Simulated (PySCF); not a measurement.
Reaction (SMILES): N#P (N-P) + 3 [H][H] (H2) → N (NH3) + P (PH3)
B3LYP-D3(BJ)/def2-TZVP geometries, fixed; electronic energies without zero-point terms.

Basis-set convergence of the energy of full hydrogenation at M06-2X with PySCF. All functions are spherical. Density fitting with generated auxiliary sets. In sets without p functions on hydrogen, species with hydrogen take exact integrals. No added dispersion term, no relativity. Functions are those of the species that has most. Reference: the value in aug-pcseg-3, -69.99 kcal/mol, itself unsure by roughly 0.12 kcal/mol (its mean distance from aug-cc-pV(Q+d)Z, def2-QZVPPD, pcseg-3).

```json
[
 {"basis": "STO-3G", "functions": "14", "energy of full hydrogenation (kcal/mol)": "[?]"},
 {"basis": "6-31G", "functions": "22", "energy of full hydrogenation (kcal/mol)": "-71.90"},
 {"basis": "pcseg-0", "functions": "22", "energy of full hydrogenation (kcal/mol)": "-62.58"},
 {"basis": "def2-SV(P)", "functions": "32", "energy of full hydrogenation (kcal/mol)": "-64.40"},
 {"basis": "6-31+G*", "functions": "40", "energy of full hydrogenation (kcal/mol)": "-68.59"},
 {"basis": "def2-SVPD", "functions": "48", "energy of full hydrogenation (kcal/mol)": "[?]"},
 {"basis": "def2-TZVP", "functions": "68", "energy of full hydrogenation (kcal/mol)": "[?]"},
 {"basis": "pcseg-2", "functions": "76", "energy of full hydrogenation (kcal/mol)": "-70.19"},
 {"basis": "def2-TZVPPD", "functions": "99", "energy of full hydrogenation (kcal/mol)": "-70.19"},
 {"basis": "6-311++G(3df,3pd)", "functions": "101", "energy of full hydrogenation (kcal/mol)": "-69.69"},
 {"basis": "aug-pcseg-2", "functions": "119", "energy of full hydrogenation (kcal/mol)": "[?]"},
 {"basis": "aug-cc-pV(T+d)Z", "functions": "124", "energy of full hydrogenation (kcal/mol)": "-70.07"},
 {"basis": "pcseg-3", "functions": "163", "energy of full hydrogenation (kcal/mol)": "-70.08"}
]
```

### Question
What belongs in the gaps?

### Answer

- STO-3G, energy of full hydrogenation (kcal/mol): -63.97
- def2-SVPD, energy of full hydrogenation (kcal/mol): -78.20
- def2-TZVP, energy of full hydrogenation (kcal/mol): -68.31
- aug-pcseg-2, energy of full hydrogenation (kcal/mol): -69.87
